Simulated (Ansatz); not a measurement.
Process, species as SMILES: BOB + 2 [H][H] (H2) -> 2 B (BH3) + O (H2O)

Property: energy of full hydrogenation (electronic), in kcal/mol. Conventions: no spin-orbit coupling; non-relativistic; no dispersion term unless named; 6-311+G** with 5d; 6-31G* and kin with 6d, 5d where marked; frozen cores in correlated levels; LANL2DZ all-electron up to Ne. CBS marks a two-point X^-3 extrapolation of the correlation energy; Hartree-Fock from the larger set. [CCSD(T)-MP2]/basis is that difference in the basis named. First-principles rows: single points at B3LYP-D3(BJ) geometries (Ansatz, a first-principles code).

Coupled cluster (Ansatz) is a level with limits of its own, used here on species with T1 under 0.025 (0.045 for open shells) and stable references: RI-MP2/CBS(aug-cc-pVTZ,aug-cc-pVQZ)+[CCSD(T)-MP2]/aug-cc-pVTZ.

Value to compare with, RI-MP2/CBS(aug-cc-pVTZ,aug-cc-pVQZ)+[CCSD(T)-MP2]/aug-cc-pVTZ (Ansatz): 53.7 kcal/mol.

```csv
level,program,energy of full hydrogenation (electronic) (kcal/mol),difference
B3LYP/STO-3G,Ansatz,109.6,55.9
B3LYP/3-21G,Ansatz,87.9,34.2
B3LYP/LANL2DZ,Ansatz,61.1,7.4
B3LYP/6-31G,Ansatz,67.3,13.6
B3LYP/6-31G*,Ansatz,68.1,14.4
B3LYP/6-31+G*,Ansatz,60.4,6.7
B3LYP/6-31G**,Ansatz,64.2,10.5
B3LYP/def2-SVP,Ansatz,66.8,13.1
B3LYP/cc-pVDZ,Ansatz,62.1,8.4
B3LYP/6-311+G**,Ansatz,53.3,-0.4
B3LYP/def2-TZVPD,Ansatz,55.9,2.2
```

Among the 10 habitual levels, B3LYP/STO-3G lies farthest from RI-MP2/CBS(aug-cc-pVTZ,aug-cc-pVQZ)+[CCSD(T)-MP2]/aug-cc-pVTZ (Ansatz) (55.9 kcal/mol) and B3LYP/6-311+G** nearest (-0.4); 9 of 10 lie above it, and their mean absolute difference is 16.5 kcal/mol, the median 11.8. One case shows no general order.

The sets are all those run for this method; left out are runs that failed, that the program found above a lower state of the same kind, or whose <S^2> lies over 0.5 above the pure value.
